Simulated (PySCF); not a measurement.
# Worked example: the barrier

An elementary step of CH₅Al, singlet (CH₅Al ([CH3][AlH2]) → AlH + CH₄; bonds formed: C2–H3; bonds broken: Al1–C2, Al1–H3). “Start” is the structure reached by relaxing down from the saddle towards the reactants; PBE0-D4/def2-TZVP structures. The saddle:

```xyz
7
angstrom
Al -0.0140 1.0849 1.1449
C 0.1272 -0.4166 -0.5225
H 1.1366 0.8293 0.0969
H -1.4447 0.5495 1.5519
H 0.9806 -0.5312 -1.1905
H -0.0253 -1.3482 0.0303
H -0.7605 -0.1678 -1.1111
```

Computed with PySCF 2.14 with density fitting (its default auxiliary sets; JK sets also for MP2 and CCSD(T)) (basis: def2-TZVPP and def2-QZVPP); correlated methods freeze the cores.

Energies in eV:

| quantity | saddle | start |
| --- | --- | --- |
| Hartree–Fock, triple zeta (X = 3) | -7688.77037 | -7692.79168 |
| Hartree–Fock, quadruple zeta (X = 4) | -7689.02309 | -7693.04754 |
| MP2 correlation, X = 3 | -7.99918 | -7.30952 |
| MP2 correlation, X = 4 | -8.42704 | -7.73058 |
| CCSD(T) correlation, X = 3 | -9.30940 | -8.50341 |

(1) Work out the barrier at the basis limit: extrapolate Hartree–Fock as E(X) = E∞ + A exp(−7.88 √X) and the MP2 correlation as E(X) = E∞ + B X^−2.97 (the exponents that Neese and Valeev fitted for def2-TZVPP and QZVPP), then add CCSD(T) − MP2 in triple zeta.

The T1 diagnostic stays at or below 0.017. The restricted Hartree–Fock reference is unstable towards an unrestricted one at one or more of these structures. A large double-excitation amplitude points to some diradical character; no triplet was computed.

## Answers

(1) Each step is linear, so take the differences first (saddle − start): Hartree–Fock 4.02131 (X = 3) and 4.02445 (X = 4); MP2 correlation -0.68966 and -0.69646; CCSD(T) correlation -0.80599.
Two points give E∞ = E(4) + w [E(4) − E(3)], with w = 1/(exp(7.88 (2 − √3)) − 1) = 0.1377 for Hartree–Fock and w = 1/((4/3)^2.97 − 1) = 0.7407 for the correlation.
Hartree–Fock: 4.02445 + 0.1377 × 0.00314 = 4.0249 eV.
MP2 correlation: -0.69646 + 0.7407 × (-0.00680) = -0.7015 eV.
CCSD(T) − MP2: -0.80599 − (-0.68966) = -0.1163 eV.
Sum: 4.0249 + (-0.7015) + (-0.1163) = 3.2071 eV, or 73.96 kcal/mol. Plain CCSD(T) in triple zeta gives 3.2153 eV, so the larger basis shifts the result by -0.0082 eV.

Labels in which every atom is bracketed show which atoms are joined, not bond orders.

For scale, one of the runs: CCSD(T)/def2-TZVPP, 143 basis functions, launched by `OMP_NUM_THREADS=4 python run.py`. Time: 26 s of wall clock on 4 CPU threads of an INTEL XEON PLATINUM 8581C; the host was shared. Peak host memory: 0.61 GiB.
